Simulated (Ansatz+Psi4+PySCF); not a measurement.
doublet CO(-): levels of theory in one basis

```yaml
atoms:
  - { symbol: O, position_ang: [0.4132, 0.2358, 0.1294] }
  - { symbol: C, position_ang: [-0.5509, -0.3144, -0.1725] }
```

Basis set: aug-cc-pVTZ (spherical functions). Correlated methods keep 2 orbitals frozen. Correlation on ROHF uses semicanonical orbitals with singles. Charge -1, multiplicity 2.

Computed with Ansatz (development build ahead of 0.2.0) and Psi4 1.11 and PySCF 2.14.0; each method stands on the lowest determinant of its kind that the runs found.

| method | E − E(ROHF) (eV) | <S²> of the determinant |
| --- | --- | --- |
| ROHF | 0.00 | 0.75 |
| UHF | -0.02 | 0.75 |
| ROHF-MP2 | -10.12 | – |
| UHF-MP2 | -10.13 | 0.75 |
